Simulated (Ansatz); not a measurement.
The input, for Ansatz 0.2.0:

```yaml
crystal:
  periodic: [false, false, false]
  atoms:
    - {symbol: Si, position_ang: [0.000000, 0.000000, 0.000000]}
    - {symbol: C, position_ang: [0.000000, 0.000000, 3.331000]}
basis:
  gaussian: {orbitals: cc-pVDZ}
total_charge: 1
magnetization: {spin_polarized: true, initial_magnetization: 1}
correlation: {method: ccsdt_q_b, electrons: valence}
output: {forces: true}
```

```sh
$ ansatz run in.yaml --threads 1 --pin off --events-out ev --progress --plain --max-ram 2393MiB
```

Log:

```
562 factors; integrals over basis functions are off by at most 1.5e-7 eV
mean field evaluation 1: about -8870.1835 eV, gradient 1.8e1 eV
mean field evaluation 2: about -8870.1840 eV, gradient 1.8e1 eV
mean field evaluation 4: about -8874.7906 eV, gradient 5.4e0 eV
mean field evaluation 8: about -8875.8719 eV, gradient 1.3e0 eV
mean field evaluation 16: about -8877.9725 eV, gradient 1.7e-4 eV
mean field evaluation 32: about -8878.1410 eV, gradient 4.2e-2 eV
mean field evaluation 64: about -8877.8024 eV, gradient 1.1e-5 eV
mean field evaluation 96: about -8876.2465 eV, gradient 2.8e0 eV
mean field evaluation 128: about -8877.5437 eV, gradient 3.9e-3 eV
mean field evaluation 160: about -8875.8872 eV, gradient 1.8e-4 eV
...
cycle  51  -3.57352020 eV  change    1.8e-9 eV  update   2.6e-8
cycle  52  -3.57352020 eV  change   5.7e-10 eV  update   2.3e-8
cycle  53  -3.57352020 eV  change  -3.8e-10 eV  update   2.1e-8
cycle  54  -3.57352020 eV  change  -4.7e-10 eV  update   2.0e-8
cycle  55  -3.57352020 eV  change   -1.1e-9 eV  update   1.9e-8
cycle  56  -3.57352020 eV  change  -5.8e-10 eV  update   1.9e-8
cycle  57  -3.57352020 eV  change   -1.1e-9 eV  update   2.0e-8
cycle  58  -3.57352020 eV  change  -8.2e-10 eV  update   1.9e-8
cycle  59  -3.57352020 eV  change  -8.5e-10 eV  update   1.8e-8
perturbative correction -0.01423919 eV, -0.0005232804 hartree
WARN: the results are in doubt because among natural orbitals the method converges to other amplitudes
the calculation of the forces begins
mean field evaluation 2688: about -8878.1393 eV, gradient 1.9e-2 eV
Total energy: -8881.72880475 eV, -326.3975133226 hartree
Atom 0 at     0.000000     0.000000     0.000000 Å, force    -0.000000     0.000000     0.543844 eV/Å
Atom 1 at     0.000000     0.000000     3.331000 Å, force    -0.000000     0.000000    -0.543844 eV/Å
Dipole moment:    -0.000000     0.000000    -0.621970 e Å
In doubt: among natural orbitals the method converges to other amplitudes
```

Forces (eV/Å):
```
Si   0.000  0.000  0.544
C    0.000  0.000 -0.544
```

Ran on 1 thread of AMD EPYC 7R43, shared host: 1.9 min wall, 0.36 GiB peak host memory.
